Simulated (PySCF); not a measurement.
# O₂: a ladder of methods

Aim: at the PBE0 minimum of triplet O₂, found before, compare methods on energies and levels.

The runs use PySCF 2.14.0; several methods, basis O def2-TZVP, no relativity, density fitting.

## 1. The system as given

2 atoms, charge 0, spin multiplicity 3.

Bond lengths: O1–O2 1.193 Å.

Coordinates in bohr (charge 0 multiplicity 3):
```
O     0.0000    0.0000   -1.1270
O     0.0000    0.0000    1.1270
```

## 2. CCSD(T)

The steps are one call of a driver around PySCF; scf.py gives each level's set-up. Each SCF starts from the density of the minimum. The driver also runs the species with one electron less or more at the same geometry (one less: multiplicity 2, one more: multiplicity 2); their logs are not shown.

The input, scf.py:

```python
from pyscf import gto, scf, dft
mol = gto.M(atom='''
O      0.000000     0.000000    -0.596405
O      0.000000    -0.000000     0.596405''',
    basis={'O': 'def2-TZVP'},
    charge=0, spin=2)
mf = scf.UHF(mol)
aux = {'O': 'def2-universal-JKFIT'}
mf = mf.density_fit(auxbasis=aux)
mf.conv_tol = 1e-08
mf.diis_space = 10
mf.max_cycle = 60
mf.verbose = 4
mf.kernel()
from pyscf import cc
mycc = cc.CCSD(mf, frozen=2).run()
mycc.ccsd_t()
```

Started as:

```
$ OMP_NUM_THREADS=4 python axn.py task.json out
```

## 3. HF

Changes to scf.py since step 2:

```diff
@@ -15,3 +14,0 @@
-from pyscf import cc
-mycc = cc.CCSD(mf, frozen=2).run()
-mycc.ccsd_t()
```

## 4. MP2

Changes to scf.py since step 3:

```diff
@@ -14,0 +15,2 @@
+from pyscf.mp import dfump2
+dfump2.DFUMP2(mf, frozen=2).kernel()  # the driver gives MP2 a fitting basis of its own (RI)
```

## 5. PBE0

Changes to scf.py since step 4:

```diff
@@ -7 +7,2 @@
-mf = scf.UHF(mol)
+mf = dft.UKS(mol, xc='PBE0')
+mf.grids.atom_grid = (75, 302)
@@ -15,2 +15,0 @@
-from pyscf.mp import dfump2
-dfump2.DFUMP2(mf, frozen=2).kernel()  # the driver gives MP2 a fitting basis of its own (RI)
```

## 6. PBE

Changes to scf.py since step 5:

```diff
@@ -7 +7 @@
-mf = dft.UKS(mol, xc='PBE0')
+mf = dft.UKS(mol, xc='PBE')
```

## 7. B3LYP

Changes to scf.py since step 6:

```diff
@@ -7 +7 @@
-mf = dft.UKS(mol, xc='PBE')
+mf = dft.UKS(mol, xc='B3LYP')
```

## 8. r2SCAN

Changes to scf.py since step 7:

```diff
@@ -7,2 +7,2 @@
-mf = dft.UKS(mol, xc='B3LYP')
-mf.grids.atom_grid = (75, 302)
+mf = dft.UKS(mol, xc='R2SCAN')
+mf.grids.atom_grid = (90, 434)
```

## 9. wB97X

Changes to scf.py since step 8:

```diff
@@ -7,2 +7,2 @@
-mf = dft.UKS(mol, xc='R2SCAN')
-mf.grids.atom_grid = (90, 434)
+mf = dft.UKS(mol, xc='WB97X')
+mf.grids.atom_grid = (75, 302)
```

(Steps that only read results are left out.)

What does the calculation give? Wanted: atomisation energy, CCSD(T) in this basis; vertical ionisation energy, CCSD(T); vertical electron affinity; orbital gap, range; T1, D1; T1, D1 of the cation; T1, D1 of the anion.

The runs gave:

```
                                 quantity                        value
atomisation energy, CCSD(T) in this basis                   475 kJ/mol
      vertical ionisation energy, CCSD(T)                     12.14 eV
               vertical electron affinity       negative in this basis
                       orbital gap, range  2.32 (PBE) to 17.98 (HF) eV
                                   T1, D1                 0.016, 0.041
                     T1, D1 of the cation                 0.017, 0.039
                      T1, D1 of the anion                 0.013, 0.043
```

In words: In atomisation energy the functionals lie from +43 kJ/mol (B3LYP) to +125 kJ/mol (PBE) against CCSD(T). In a basis of this size CCSD(T) binds too weakly, often by tens of kJ/mol, while functionals are nearer their limits, so this ranks no functional. HF lacks the correlation that pairing electrons in bonds brings, so it binds too weakly, by 333 kJ/mol even against this CCSD(T). Against CCSD(T), the vertical ionisation energy is best met by PBE (+0.27 eV) and worst by HF (+1.08 eV). PBE costs 1.1 s against 33 s for CCSD(T), a factor of about 30, and lands within 0.27 eV. The vertical electron affinity comes out negative at CCSD(T), so the value hangs on the basis and the levels are not ranked on it; without diffuse functions even a bound anion can come out this way. The PBE orbital energy is a poor guide to ionisation (6.6 eV, 5.5 eV too small); the difference of PBE energies gives 12.4 eV.
